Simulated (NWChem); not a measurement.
System: CN anion

The following NWChem deck was run.

```
start job
memory heap 200 mb stack 900 mb global 1100 mb
charge -1
geometry units angstroms noautoz
  C      0.000000     0.000000    -0.633202
  N      0.000000     0.000000     0.540889
end
basis spherical
  C library 6-31+g*
  N library 6-31+g*
end
dft
  xc xtpss03 ctpss03
  iterations 150
  mulliken
end
task dft energy
```

NWChem printed, in part:

```
             Northwest Computational Chemistry Package (NWChem) 7.3.0
             --------------------------------------------------------

 ORDER OF PRIMARY AXIS IS BEING SET TO 4
 C4V symmetry detected

                             Geometry "geometry" -> ""
                             -------------------------

 Output coordinates in angstroms (scale by  1.889725989 to convert to a.u.)

  No.       Tag          Charge          X              Y              Z
 ---- ---------------- ---------- -------------- -------------- --------------
    1 C                    6.0000     0.00000000     0.00000000    -0.63220285
    2 N                    7.0000     0.00000000     0.00000000     0.54188815

 Effective nuclear repulsion energy (a.u.)      18.9299163847

      Symmetry information
      --------------------

 Group name             C4v
 Group number             18
 Group order               8
 No. of unique centers     2

                                 NWChem DFT Module
                                 -----------------

 Summary of "ao basis" -> "ao basis" (spherical)
 ------------------------------------------------------------------------------
       Tag                 Description            Shells   Functions and Types
 ---------------- ------------------------------  ------  ---------------------
 C                          6-31+g*                  8       18   4s3p1d
 N                          6-31+g*                  8       18   4s3p1d

      Symmetry analysis of basis
      --------------------------

        a1         16
        a2          0
        b1          2
        b2          2
        e          16

            General Information
            -------------------
          SCF calculation type: DFT
          Wavefunction type:  closed shell.
          No. of atoms     :     2
          No. of electrons :    14
           Alpha electrons :     7
            Beta electrons :     7
          Charge           :    -1
          Spin multiplicity:     1
          Use of symmetry is: on ; symmetry adaption is: on
          Maximum number of iterations: 150
          AO basis - number of functions:    36
                     number of shells:    16
          Convergence on energy requested:  1.00D-06
          Convergence on density requested:  1.00D-05
          Convergence on gradient requested:  5.00D-04

              XC Information
              --------------
                  TPSS metaGGA Exchange Functional  1.000
             TPSS03 metaGGA Correlation Functional  1.000

             Grid Information
             ----------------
          Grid used for XC integration:  medium
          Radial quadrature: Mura-Knowles
          Angular quadrature: Lebedev.
          Tag              B.-S. Rad. Rad. Pts. Rad. Cut. Ang. Pts.
          ---              ---------- --------- --------- ---------
          C                   0.70       49           9.0       434
          N                   0.65       49           9.0       434
          Grid pruning is: on
          Number of quadrature shells:    98
          Spatial weights used:  Erf1

      Superposition of Atomic Density Guess
      -------------------------------------

 Sum of atomic energies:         -91.95913371

 Renormalizing density from      13.00 to     14

      Non-variational initial energy
      ------------------------------

 Total energy =     -96.718849
 1-e energy   =    -173.551537
 2-e energy   =      57.902771
 HOMO         =       0.131078
 LUMO         =       0.259196

      Symmetry analysis of molecular orbitals - initial
      -------------------------------------------------

 !! scf_movecs_sym_adapt:    4 vectors were symmetry contaminated

  Symmetry fudging
  Numbering of irreducible representations:

     1 a1          2 a2          3 b1          4 b2          5 e

  Orbital symmetries:

     1 a1          2 a1          3 a1          4 a1          5 e
     6 e           7 a1          8 a1          9 e          10 e
    11 a1         12 a1         13 e          14 e          15 e
    16 e          17 a1

     ---------------------------------------------
      Total Density - Mulliken Population Analysis
     ---------------------------------------------

    Atom       Charge   Shell Charges
 -----------   ------   -------------------------------------------------------
    1 C    6     7.11   2.00  0.67  1.26  0.91  0.85  1.07  0.33  0.03
    2 N    7     6.89   2.00  0.76  1.74  0.97  1.53 -0.44  0.31  0.02

   convergence    iter        energy       DeltaE   RMS-Dens  Diis-err
 ---------------- ----- ----------------- --------- --------- ---------
 d= 0,ls=0.0,diis     1    -92.6413327694 -1.12D+02  8.46D-02  1.51D+00
 d= 0,ls=0.0,diis     2    -92.5571319923  8.42D-02  2.62D-02  2.34D+00
 d= 0,ls=0.0,diis     3    -92.7851838129 -2.28D-01  1.57D-02  7.23D-01
 d= 0,ls=0.0,diis     4    -92.8683165562 -8.31D-02  2.80D-03  2.80D-02
 d= 0,ls=0.0,diis     5    -92.8717256746 -3.41D-03  3.60D-04  3.24D-04
  Resetting Diis
 d= 0,ls=0.0,diis     6    -92.8717679417 -4.23D-05  3.50D-05  3.12D-07
 d= 0,ls=0.0,diis     7    -92.8717679967 -5.50D-08  9.17D-06  8.80D-09

         Total DFT energy =      -92.871767996665
      One electron energy =     -166.371974375998
           Coulomb energy =       67.001549497817
    Exchange-Corr. energy =      -12.431259503148
 Nuclear repulsion energy =       18.929916384665

 Numeric. integr. density =       14.000000191457

                  Occupations of the irreducible representations
                  ----------------------------------------------

                     irrep           alpha         beta
                     --------     --------     --------
                     a1                5.0          5.0
                     a2                0.0          0.0
                     b1                0.0          0.0
                     b2                0.0          0.0
                     e                 2.0          2.0

[...]
```

Level: TPSS/6-31+G* (spherical d). The geometry was optimised at B3LYP/def2-SVPD.
